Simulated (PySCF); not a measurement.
Gas-phase reaction: 2 AlCl2NH2 + 2 H ⇌ AlCl3 + AlCl + 2 NH3

Computed with PySCF and rigid-rotor harmonic-oscillator thermochemistry at 1 bar. † marks an energy on the PBE0/def2-TZVP geometry and frequencies; other levels use their own. MP2 and CCSD(T) freeze the core. Open shells (unrestricted): H (multiplicity 2); the rest are closed-shell singlets. AlCl2NH2: computed as isolated molecules; such fragments, hydroxides, amides, oligomers or adducts are transient or little studied in the gas. MP2 isn't extrapolated to the basis-set limit. CCSD(T) isn't extrapolated to the basis-set limit.

PBE0/def2-SVP† gives ΔH°(298 K) = -157 kJ.

Q: What do MP2/def2-SVP†, CCSD(T)/def2-SVP†, PBE/def2-SVP give?

A: MP2/def2-SVP†: -125 kJ; CCSD(T)/def2-SVP†: -175 kJ; PBE/def2-SVP: -166 kJ. For scale, ΔH°(298 K) is -157 kJ at this level, -185 kJ at ωB97M-V/def2-TZVP†, and runs from -215 to -90 kJ over the 20 levels computed.
